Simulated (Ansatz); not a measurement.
Process, species as SMILES: C(=O)O + 3 [H][H] (H2) → C (CH4) + 2 O (H2O)
B3LYP-D3(BJ)/def2-TZVP geometries, fixed; electronic energies without zero-point terms.
Largest species:
```
C
O 1 1.1967
O 1 1.3439 2 125.18
H 3 0.9719 1 107.71 2 0.00
H 1 1.0974 2 125.25 3 -180.00
```

Effect of the final integration grid (spheres per factor e of radius in core and valence, angular degree) at PBE0/cc-pVTZ with Ansatz (a quantum-chemistry and plane-wave program), against the last row, where the energy of full hydrogenation is -53.78 kcal/mol. Species with rotatable bonds are taken in one conformer. The default's grid is 13, 11, 36.

| setting | largest shift of a total energy (mEh) | shift of the energy of full hydrogenation (kcal/mol) |
|---|---|---|
| accuracy: medium (default) | 0.000 | 0.000 |
| final_grid: 4, 3, 11 | -1.363 | -0.173 |
| final_grid: 6, 5, 17 | -0.123 | 0.040 |
| final_grid: 8, 7, 23 | -0.029 | -0.013 |
| final_grid: 10, 9, 29 | -0.003 | -0.001 |
| final_grid: 18, 15, 47 | 0.000 | 0.000 |
| final_grid: 26, 22, 59 | 0.000 | 0.000 |

Within 0.1 kcal/mol in the energy of full hydrogenation: accuracy: medium (default); final_grid: 6, 5, 17; final_grid: 8, 7, 23; final_grid: 10, 9, 29; final_grid: 18, 15, 47. The largest shift is 1.363 mEh in a total energy and 0.173 kcal/mol in the difference.
